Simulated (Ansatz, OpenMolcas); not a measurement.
How methods differ on BNH2 (SMILES B[N])

BNH2 has 4 atoms, charge 0, and is taken as a triplet. SMILES: `B[N]`. Geometry: relaxed at GFN2-xTB.

| atom | x (Å) | y (Å) | z (Å) |
| --- | --- | --- | --- |
| B | -0.0357 | 0.0066 | -0.0239 |
| N | 1.0418 | -0.1917 | 0.6977 |
| H | -1.0569 | -0.4740 | 0.3346 |
| H | 0.0509 | 0.6591 | -1.0083 |

Each level gives the energy change with the B1–H4 bond stretched from 1.184 to 1.480 Å (eV). The values are calculated.

```tsv
level	kind	program	value (eV)	less FCI/STO-3G
UBHLYP/STO-3G	global hybrid	Ansatz	0.99	+0.20
UB2PLYP/STO-3G	double hybrid	Ansatz	0.91	+0.12
CASSCF(2,2)/STO-3G	multireference	OpenMolcas	1.17	+0.38
UBCCD(T)/STO-3G	coupled cluster or CI	Ansatz	0.80	+0.01
UCCSD/STO-3G	coupled cluster or CI	Ansatz	0.81	+0.02
UCCSDT(Q)/STO-3G	coupled cluster or CI	Ansatz	0.79	0.00
UCCSDT/STO-3G	coupled cluster or CI	Ansatz	0.79	0.00
UCCSDTQ/STO-3G	coupled cluster or CI	Ansatz	0.79	0.00
FCI/STO-3G	exact in the basis	Ansatz	0.79	0.00
```

FCI/STO-3G is exact within its basis and frozen core, so for wave-function methods in that basis the difference is their error; functionals converge differently with the basis, so for them it is only a difference. The first shape isn't each level's own minimum. The values span 0.79 to 1.17 eV. All rows use very small basis sets, so none should be taken for the real molecule's value.
